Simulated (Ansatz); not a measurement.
Barrier FH + CH3 (SMILES [CH3]) via CH4F, on the benchmark's geometries as Psi4's copy gives them; open shells unrestricted, no zero-point energy, no spin–orbit coupling.
Transition structure (charge 0, multiplicity 2):
```xyz
6

H     -0.040     0.000     0.044
F     -0.049     0.000     1.283
C     -0.062     0.000     2.951
H      0.990     0.000     3.194
H     -0.590     0.912     3.183
H     -0.590    -0.912     3.183
```

The values were computed with Ansatz (a program for electronic structure) with Gaussian orbitals. Each number belongs to the level named beside it.

The barrier height (kcal/mol) and the share of exact exchange:

```tsv
functional	exact exchange (%)	value
PBE/def2-TZVPPD	0	41.11
PBE0/def2-TZVPPD	25	49.95
BLYP/def2-TZVPPD	0	42.33
B3LYP/def2-TZVPPD	20	48.73
BHLYP/def2-TZVPPD	50	57.53
r2SCAN/def2-TZVPPD	0	46.96
```

Question: Take the value as linear in the share of exact exchange along PBE and PBE0. Give the slope, say whether the sign turns, and set the other functionals against that line.

Answer: 
Slope: (49.95 − (41.11))/2.5 = 3.54 kcal/mol for each 10 %. The line keeps its sign from 0 to 100 %. At 50 % it gives 58.8 kcal/mol. The LYP pair gives (57.53 − (42.33))/5 = 3.04 for each 10 %. BHLYP, at 50 %, lies -1.3 from the PBE line. B3LYP, at 20 %, lies 0.6 from the PBE line. r2SCAN, with none, stands 5.9 from PBE.
